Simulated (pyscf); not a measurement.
Addition across a multiple bond or ene-type step: `[SiH2]` [singlet] + `[CH2]=[CH2]` -> `[CH3][CH]=[SiH2]`

Gas phase, singlet surface, charge 0. Bonds broken: C4–H6. Bonds formed: Si1–C4, C5–H6. PySCF, gas phase, ωB97X-D3(BJ)/def2-SVP geometries. MP2 and CC: frozen core, UHF for open shells. ΔMP2 is the change of the MP2 total energy from the triple- to the quadruple-zeta basis.

Transition state (Å):

```xyz
9

Si     0.2975    -1.0743     0.4926
H      1.2056    -0.1203     1.2412
H     -0.9636    -1.0246     1.3405
C     -0.2424     0.1200    -0.9006
C     -1.5214     0.3495    -1.4351
H     -0.8487     0.9526    -0.2729
H      0.5716     0.5813    -1.4758
H     -1.6831     0.8580    -2.3936
H     -2.4059     0.0049    -0.8867
```

One imaginary mode, 1190i cm⁻¹; descent along it reached the two sides named, in the forms told below.

```
bond    change  reactant side (Å)  saddle  product side
------  ------  -----------------  ------  ------------
C4–H6   breaks              1.093   1.206         2.166
Si1–C4   forms              2.538   1.913         1.708
C5–H6    forms              2.142   1.472         1.104
```

Electronic energies relative to the separated reactants (kcal/mol):

```tsv
level	barrier	reaction energy	reverse barrier
ωB97X-D3(BJ)/def2-TZVP	20.4	-40.7	61.0
PBE/def2-TZVP	7.9	-40.8	48.8
r²SCAN/def2-TZVP	8.1	-44.1	52.2
B3LYP-D3(BJ)/def2-TZVP	17.5	-37.2	54.8
PBE0-D3(BJ)/def2-TZVP	11.4	-42.6	54.0
M06-2X/def2-TZVP	20.1	-37.1	57.2
ωB97M-D3(BJ)/def2-TZVP	22.8	-35.7	58.5
HF/def2-TZVP	40.3	-25.4	65.7
MP2/def2-QZVPP	20.6	-43.2	63.7
CCSD/def2-TZVPP	26.8	-34.2	60.9
CCSD(T)/def2-TZVPP	21.5	-36.5	57.9
CCSD(T)/def2-TZVPP + ΔMP2(QZVPP)	20.5	-37.4	57.9
```

With CCSD(T)/def2-TZVPP + ΔMP2(QZVPP) energies and thermal terms (ideal gas, 1 atm, RRHO with modes under 100 cm⁻¹ raised to 100, one conformer, R ln 2 for rigid chiral ones), in kcal/mol:

```json
[
 {"T (K)": "298", "ΔH‡": "20.4", "ΔG‡": "30.3", "ΔH": "-34.5", "ΔG": "-24.4"},
 {"T (K)": "600", "ΔH‡": "20.7", "ΔG‡": "40.2", "ΔH": "-34.1", "ΔG": "-14.3"},
 {"T (K)": "900", "ΔH‡": "21.3", "ΔG‡": "49.8", "ΔH": "-33.2", "ΔG": "-4.6"},
 {"T (K)": "1200", "ΔH‡": "22.0", "ΔG‡": "59.2", "ΔH": "-32.2", "ΔG": "+4.8"}
]
```

On the reactant side the descent ends in a bound adduct (not fully relaxed), 16.8 kcal/mol under the separated species and 37.1 kcal/mol under the saddle at ωB97X-D3(BJ)/def2-TZVP. H₃C–CH=SiH₂ lies 19.0 kcal/mol over its isomer H₂C=CH–SiH₃, and others may lie lower still (electronic energy, ωB97M-D3(BJ)). This is the saddle that the search found; another between the same sides may lie lower. A restricted solution here is unstable towards spin polarisation, so biradical character is likely and single-reference numbers are less safe. The CCSD(T) − MP2 part came from Ansatz, without density fitting, on the same reference. The largest closed-shell T1 diagnostic is 0.043, which may signal static correlation.
